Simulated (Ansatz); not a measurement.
## GaSi, quartet: how well a Morse curve fills in a stretch

Starting geometry (PBE0/def2-TZVP stationary point for this spin, which needn't be the lowest; state Σ⁻ or Δ):

```xyz
2

Si    0.0000    0.0000    0.0000
Ga    0.0000    0.0000    2.4181
```

Atom Ga2 moves along the line of the distance Si1-Ga2, all else staying in place. Energies are in eV from the starting point at each level.

Basis cc-pVDZ; Ansatz 0.2.0. Only valence electrons are correlated (noble-gas cores and the filled d shells of p-block atoms frozen). Prefix R: restricted or restricted open-shell reference; prefix U: unrestricted. No spin–orbit coupling is included, and no scalar relativity.

Full CI is exact within this basis and frozen core; it isn't the basis-set limit. The frozen core follows each run's orbitals, which can shift R against U totals by a few meV for light atoms and by up to 0.1 eV past Ca.

```csv
distance Si1-Ga2 (Å),full CI,UCCSD(T),PBE0
1.932,2.049,2.036,1.723
2.192,0.373,0.367,0.265
2.418,0.000,0.000,0.000
2.700,0.111,0.118,0.177
2.987,0.458,0.475,0.554
3.385,0.987,1.029,1.112
3.944,?,?,?
4.540,1.896,1.921,2.116
5.430,2.073,2.057,2.360
6.616,2.123,2.094,2.466
8.146,2.134,2.103,2.496
```

A Morse curve E(r) = E0 + De (1 − exp(−a (r − re)))² is laid through the three points about the minimum (2.192, 2.418, 2.700 Å), with E0 + De set to the last point:

| level | re (Å) | a (1/Å) | E0 (eV) | De (eV) | k = 2 De a² (eV/Å²) |
| --- | --- | --- | --- | --- | --- |
| full CI | 2.478 | 1.236 | -0.013 | 2.147 | 6.6 |
| UCCSD(T) | 2.474 | 1.253 | -0.011 | 2.114 | 6.6 |
| PBE0 | 2.434 | 1.167 | -0.001 | 2.497 | 6.8 |

Task: Use the full-CI fit to predict the withheld energy at 3.944 Å.

Result: exp(−1.236 × (3.944 − 2.478)) = 0.1633; E = -0.013 + 2.147 × (1 − 0.1633)² = 1.490 eV. Full CI in cc-pVDZ gives 1.560 eV, so the Morse form is 0.070 eV too low there (3.3 % of De). UCCSD(T) gives 1.623 eV. PBE0 gives 1.739 eV.

Kohn–Sham is unrestricted where that lies lower.

De here is the depth of the well in this basis, without the zero-point term.

In so small a basis the reference is far from its limit while semilocal and hybrid functionals are nearer theirs, so the functionals' errors here hold much of the reference's basis and frozen-core error, which can add to them or hide them.
